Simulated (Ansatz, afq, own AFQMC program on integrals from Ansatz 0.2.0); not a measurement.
## Where AFQMC and coupled cluster stand for Al2, singlet

```xyz
2

Al    0.0000    0.0000    0.0000
Al    0.0000    0.0000    3.7860
```

Basis cc-pVDZ. Only valence electrons are correlated. Integrals, coupled cluster, full CI and functionals: Ansatz 0.2.0; the random walks run on the same integrals in our own AFQMC program. ph-AFQMC/CISD is guided by a CISD state made of CCSD amplitudes; releasing the constraint for a short imaginary time cuts its bias at the price of noise, slowly where states lie close. Error bars are statistical, one sigma.

Determinant: RHF, the one that the program's search chose, which needn't be the lowest solution. The geometry is a point of a scan.

Full CI on the same integrals is exact in this basis and with this determinant's frozen core.

Cautions: restricted determinant unstable towards unrestricted (UHF 468 meV lower, ⟨S²⟩ 1.02); strong correlation (T1 0.024, weight of the determinant 0.81, largest double 0.24); the released energies are still falling, so no released level is given (meV from the phaseless value at times in 1/Eh: -5 ± 4 at 0.24, -12 ± 4 at 0.51, -19 ± 3 at 0.99, -28 ± 3 at 1.62, -32.1 ± 2.3 at 2.40); the next higher spin lies close (full CI puts it 14 meV above).

- T1 diagnostic: 0.0245
- weight of the determinant in the CISD state: 0.812
- size of the correlated space: 6 electrons in 26 orbitals

| level | correlation energy (eV) |
| --- | --- |
| MP2 | -2.2694 |
| CCSD | -3.3036 |
| CCSD(T) | -3.4382 |

(1) Estimate where full CI lies against CCSD(T) on the same integrals.

(1) 6.4 kJ/mol below CCSD(T).

Reference: full CI, correlation energy -3.504 eV.

| level | E − E(reference) (kJ/mol) | share of correlation (%) |
| --- | --- | --- |
| CCSD(T) | 6.4 | 98.12 |
| CCSDT | 1.8 | 99.46 |
| CCSDT(Q) | 0.5 | 99.84 |
| CCSDTQ | 0.1 | 99.97 |
| ph-AFQMC/CISD | 6.3 ± 0.4 | 98.14 |

CCSDT and higher add their correlation energy to the determinant of the CCSD(T) run, since their own runs factorise the integrals more tightly (a shift of under 2 meV). A walk keeps the symmetry of its determinant, which the program's search chose and which needn't be the lowest solution, so a lower state of the same spin and another symmetry isn't excluded.
